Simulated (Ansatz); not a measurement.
# BH2F− (SMILES [BH2-]F): levels of theory compared

We compute a comparison of 6 runs (U-r2SCAN0/STO-3G, U-revPBE/STO-3G, U-wB97M-V/STO-3G, UHSE06/STO-3G, UBCCD(T)/STO-3G, UCCSD/STO-3G) of BH2F−. 

The results are computed with Ansatz 0.2.0.

1 further run of the same task is left out (it didn't finish).

## (1) The structure to begin with

The species is BH2F− (4 atoms), meant as a doublet with charge -1. SMILES: `[BH2-]F`. The H4–B1 distance was set to 1.863 Å, away from the relaxed value. At this shape a bond of the SMILES string is far longer than usual.

Bond lengths: B1–F2 1.499 Å, B1–H3 1.242 Å. Angles: F2–B1–H3 108.4°. A long bond or contact: B1–H4 1.863 Å.

## (2) A single-point energy at U-r2SCAN0/STO-3G (run 1)

run.yaml

```yaml
crystal:
  periodic: [false, false, false]
  atoms:
    - {symbol: B, position_ang: [-0.226889, 0.207616, 0.699327]}
    - {symbol: F, position_ang: [0.891361, -0.565634, 1.329907]}
    - {symbol: H, position_ang: [-1.280889, -0.430484, 0.853137]}
    - {symbol: H, position_ang: [0.194760, 0.498060, -1.091520]}
basis:
  gaussian: {orbitals: STO-3G}
total_charge: -1
magnetization: {spin_polarized: true, initial_magnetization: 1}
hamiltonian: {xc: {name: r2SCAN0}}
accuracy: high
```

Started as:

```sh
$ ansatz run run.yaml --threads 1 --pin off --max-ram 2610MiB --events-out events.jsonl --progress --plain --runs-dir runs
```

The program printed:

```text
Warning: RAYON_NUM_THREADS=1 ignored (pool sized by the plan → 1); use --threads N
Functional definition: r2SCAN0
  name "r2SCAN0"
  parameter a = 0.25
  parameter k0 = 0.174
  parameter k1 = 0.065
  parameter a1 = 4.9479
  exchange = (1 - a)*r2scan_x(k0 = k0, k1 = k1, a1 = a1) + a*exact_x
  correlation = r2scan_c
187 factors; integrals over basis functions are off by at most 4.1e-8 eV
mean field evaluation 1: about -3351.4113 eV, gradient 5.1e1 eV
mean field evaluation 2: about -3361.6020 eV, gradient 2.5e1 eV
mean field evaluation 4: about -3369.0115 eV, gradient 2.7e0 eV
mean field evaluation 8: about -3369.0426 eV, gradient 5.0e-2 eV
mean field evaluation 16: about -3369.0428 eV, gradient 6.6e-5 eV
mean field -3369.04276862 eV, -123.8100381274 hartree, gradient 2.6e-8 eV, S^2 0.751429; 0 other end points of the search recorded, 0 dependent functions left out
reference -3369.04276914 eV, -123.8100381466 hartree; 9, 8 occupied and 3, 4 virtual orbitals, 187 factors
Total energy: -3369.04276914 eV, -123.8100381466 hartree
```

It took 2.1 s on 1 thread of AMD EPYC 7R43 (Zen 3), shared host; peak memory 0.18 GiB.

## (3) The energy at U-revPBE/STO-3G (run 2)

Changes to run.yaml since step 2:

```diff
@@ -8,6 +8,10 @@
 basis:
-  gaussian: {orbitals: STO-3G}
+  gaussian:
+    orbitals: STO-3G
 total_charge: -1
-magnetization: {spin_polarized: true, initial_magnetization: 1}
-hamiltonian: {xc: {name: r2SCAN0}}
+magnetization:
+  spin_polarized: true
+  initial_magnetization: 1
+hamiltonian:
+  xc: {name: revPBE}
 accuracy: high
```

Started as:

```sh
$ ansatz run run.yaml --threads 1 --pin off --max-ram 2610MiB --events-out events.jsonl --progress --plain --runs-dir runs
```

The program printed:

```text
Warning: RAYON_NUM_THREADS=1 ignored (pool sized by the plan → 1); use --threads N
Functional definition: revPBE
  name "revPBE"
  parameter kappa = 1.245
  parameter beta = 0.06672455060314922
  exchange = pbe_x(kappa = kappa, mu = beta*pi^2/3)
  correlation = pbe_c(beta = beta)
187 factors; integrals over basis functions are off by at most 4.1e-8 eV
mean field evaluation 1: about -3304.7052 eV, gradient 1.1e2 eV
mean field evaluation 2: about -3335.2762 eV, gradient 3.6e1 eV
mean field evaluation 4: about -3311.6725 eV, gradient 9.8e1 eV
mean field evaluation 8: about -3351.8080 eV, gradient 3.5e1 eV
mean field evaluation 16: about -3369.7524 eV, gradient 5.6e-6 eV
mean field -3369.75242626 eV, -123.8361175647 hartree, gradient 2.4e-8 eV, S^2 0.751396; 0 other end points of the search recorded, 0 dependent functions left out
reference -3369.75242806 eV, -123.8361176308 hartree; 9, 8 occupied and 3, 4 virtual orbitals, 187 factors
Total energy: -3369.75242806 eV, -123.8361176308 hartree
```

Wall time 1 s (1 thread of AMD EPYC 7R43 (Zen 3), shared host); peak memory 0.12 GiB.

Run 3 isn't shown in full; the table further down has it.

## (4) The energy at UHSE06/STO-3G (run 4)

molecule.yaml

```yaml
crystal:
  periodic: [false, false, false]
  atoms:
    - {symbol: B, position_ang: [-0.226889, 0.207616, 0.699327]}
    - {symbol: F, position_ang: [0.891361, -0.565634, 1.329907]}
    - {symbol: H, position_ang: [-1.280889, -0.430484, 0.853137]}
    - {symbol: H, position_ang: [0.194760, 0.498060, -1.091520]}
basis:
  gaussian:
    orbitals: STO-3G
total_charge: -1
hamiltonian:
  xc: {name: HSE06}
accuracy: high
magnetization:
  spin_polarized: true
  initial_magnetization: 1
```

Started as:

```sh
$ ansatz run molecule.yaml --threads 1 --pin off --max-ram 2610MiB --events-out events.jsonl --progress --plain --runs-dir runs
```

The program printed:

```text
Warning: RAYON_NUM_THREADS=1 ignored (pool sized by the plan → 1); use --threads N
Functional definition: HSE06
  name "HSE06"
[... 1 set-up line as earlier in the session ...]
  parameter omega = 0.11/bohr
  exchange = pbe_x - a*pbe_x_sr(omega) + a*exact_x_sr(omega)
  correlation = pbe_c
187 factors; integrals over basis functions are off by at most 4.1e-8 eV
45 factors; integrals over basis functions are off by at most 5.3e-10 eV
mean field evaluation 1: about -3339.3026 eV, gradient 6.8e1 eV
mean field evaluation 2: about -3353.3893 eV, gradient 3.1e1 eV
mean field evaluation 4: about -3366.6653 eV, gradient 5.7e0 eV
mean field evaluation 8: about -3366.9474 eV, gradient 4.7e-2 eV
mean field evaluation 16: about -3366.9475 eV, gradient 4.4e-6 eV
mean field -3366.94752395 eV, -123.7330393063 hartree, gradient 1.6e-8 eV, S^2 0.751159; 0 other end points of the search recorded, 0 dependent functions left out
reference -3366.94752540 eV, -123.7330393595 hartree; 9, 8 occupied and 3, 4 virtual orbitals, 187 factors
Total energy: -3366.94752540 eV, -123.7330393595 hartree
```

Wall time 1.2 s (1 thread of AMD EPYC 7R43 (Zen 3), shared host); peak memory 0.12 GiB.

Run 5 isn't shown in full; the table further down has it.

## (5) The energy at UCCSD/STO-3G (run 6)

Changes to molecule.yaml since step 4:

```diff
@@ -8,10 +8,7 @@
 basis:
-  gaussian:
-    orbitals: STO-3G
+  gaussian: {orbitals: STO-3G}
 total_charge: -1
-hamiltonian:
-  xc: {name: HSE06}
+magnetization: {spin_polarized: true, initial_magnetization: 1}
+correlation: {method: ccsd, frozen_orbitals: {B: 1, F: 1, H: 0}}
 accuracy: high
-magnetization:
-  spin_polarized: true
-  initial_magnetization: 1
+scf: {omitted_lower_state_checks: [cluster_reference, increment]}
```

Started as:

```sh
$ ansatz run molecule.yaml --threads 1 --pin off --max-ram 2610MiB --events-out events.jsonl --progress --plain --runs-dir runs
```

The program printed:

```text
Warning: RAYON_NUM_THREADS=1 ignored (pool sized by the plan → 1); use --threads N
[... 12 lines left out ...]
2 core orbitals not correlated: weight in the atoms' cores, before any rotation towards them, 1.000 or more for the frozen orbitals, at most 0.000 for the correlated occupied ones
[... 28 lines left out ...]
Total energy: -3356.39837339 eV, -123.3453651737 hartree
Checks for a lower state left out: cluster_reference, increment
```

It took 0.2 s on 1 thread of AMD EPYC 7R43 (Zen 3), shared host.

## (6) All runs side by side

| run | level | frozen core orbitals | energy (Eh) | ⟨S²⟩ | wall time |
| --- | --- | --- | --- | --- | --- |
| 1 | U-r2SCAN0/STO-3G | – | -123.810038 | 0.751 | 2.1 s |
| 2 | U-revPBE/STO-3G | – | -123.836118 | 0.751 | 1 s |
| 3 | U-wB97M-V/STO-3G | – | -123.838932 | 0.751 | 7.8 s |
| 4 | UHSE06/STO-3G | – | -123.733039 | 0.751 | 1.2 s |
| 5 | UBCCD(T)/STO-3G | 2 | -123.347625 | 0.761 | 0.26 s |
| 6 | UCCSD/STO-3G | 2 | -123.345365 | 0.761 | 0.2 s |

## (7) Summary of results

| quantity | value |
| --- | --- |
| run 6: total energy | -123.34537 Eh |
| run 6: correlation energy (2 core orbitals frozen) | -82.3 mEh |
| run 6: ⟨S²⟩ of the reference determinant | 0.761 |
| run 6: T1 diagnostic | 0.019 |

Totals of different functionals can't be ranked against each other. In runs 1, 2, 3, 4, 5, 6 the basis is minimal, so the values are rough. All runs together took 13 s, the longest 7.8 s.
